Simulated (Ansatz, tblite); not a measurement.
# The cluster MoSe₂+: one state, many levels

The task here is to estimate one member of a computed series from the others.

Method: as each input shows; program: Ansatz 0.2.0, Gaussian basis.

Plan: GFN1-xTB, GFN2-xTB, PBE-D4/def2-TZVP, r2SCAN-D4/def2-TZVP, r2SCANh-D4/def2-TZVP, revPBE-D4/def2-TZVP, B3LYP-D4/def2-TZVP, CAM-B3LYP-D4/def2-TZVP, LDA/def2-TZVP, PBE-D4/def2-SVP, PBE0-D4/def2-SVP, CCSD(T)/def2-TZVP, RPA/def2-TZVP.

1 further run of the same task is left out (set aside as unsound or not needed). Runs told in other sessions of the task aren't counted.

**The relaxed structure**

The geometry is that of the doublet, from an earlier relaxation (PBE-D4/def2-TZVP). At that level it is the lowest of the isomers that a small search found.

3 atoms, charge 1, spin multiplicity 2.

Bond lengths: Mo1–Se2 2.218 Å, Mo1–Se3 2.218 Å. Angles: Se2–Mo1–Se3 105.4°.

Mo takes a core potential in the def2 sets. No spin-orbit coupling is included. The ion is computed in the gas phase, without counter-ions or solvent.

PBE0-D4/def2-TZVP was run before; its log isn't repeated, and its numbers join the tables.

Set-up of the first run:

Tight binding, by tblite at 300 K electronic temperature and without a spin-polarisation term:

```python
tblite.interface.Calculator('GFN1-xTB', numbers, positions, charge=1, uhf=1).singlepoint()
```

Tight binding, by tblite at 300 K electronic temperature and without a spin-polarisation term:

```python
tblite.interface.Calculator('GFN2-xTB', numbers, positions, charge=1, uhf=1).singlepoint()
```

start.molden holds the orbitals of an earlier run on this state, given as this run's starting guess.

Input file in.yaml:

```yaml
crystal:
  periodic: [false, false, false]
  atoms:
    - {symbol: Mo, position_ang: [-0.429379, -0.341069, 0.709038]}
    - {symbol: Se, position_ang: [0.018949, 1.794174, 0.307970]}
    - {symbol: Se, position_ang: [0.410429, -1.453095, -1.017008]}
basis:
  gaussian: {orbitals: def2-TZVP, initial_orbitals: start.molden}
total_charge: 1
magnetization: {spin_polarized: true, initial_magnetization: 1}
hamiltonian: {xc: pbe, dispersion: d4}
scf: {omitted_lower_state_checks: [starts]}
output: {orbitals: {seedname: orbitals}}
```

Command:

```sh
ansatz run in.yaml --threads 4 --pin off --events-out ev --progress --plain --max-ram 3916MiB
```

Among the steps run: PBE-D4/def2-TZVP; r2SCAN-D4/def2-TZVP; r2SCANh-D4/def2-TZVP; revPBE-D4/def2-TZVP; B3LYP-D4/def2-TZVP; CAM-B3LYP-D4/def2-TZVP; LDA/def2-TZVP; PBE-D4/def2-SVP; PBE0-D4/def2-SVP; CCSD(T)/def2-TZVP; RPA/def2-TZVP.

One table of the session follows, with a row left open; its other results are not shown here.

```
                 level  HOMO (eV)  LUMO (eV)  gap (eV)
         LDA/def2-TZVP     -11.42     -10.55      0.87
       PBE-D4/def2-SVP     -11.31     -10.37      0.93
      PBE-D4/def2-TZVP     -11.25     -10.32      0.93
   revPBE-D4/def2-TZVP     -11.18     -10.24      0.94
   r2SCAN-D4/def2-TZVP     -11.40     -10.37      1.03
  r2SCANh-D4/def2-TZVP     -11.68     -10.06      1.62
    B3LYP-D4/def2-TZVP     -11.90      -9.77      2.13
      PBE0-D4/def2-SVP     -12.12      -9.72      2.40
     PBE0-D4/def2-TZVP     -12.04      -9.63      2.41
CAM-B3LYP-D4/def2-TZVP          ?          ?         ?
```

Estimate the missing values for CAM-B3LYP-D4/def2-TZVP.

**Answer.** HOMO (eV): -13.11; LUMO (eV): -8.58; gap (eV): 4.52. In the column «HOMO (eV)» it is the lowest.

To keep in mind: Doubts: state flagged by the program, large T1 diagnostic, spin contamination. Notes on CCSD(T)/def2-TZVP: large T1 diagnostic, spin contamination, state flagged by the program.
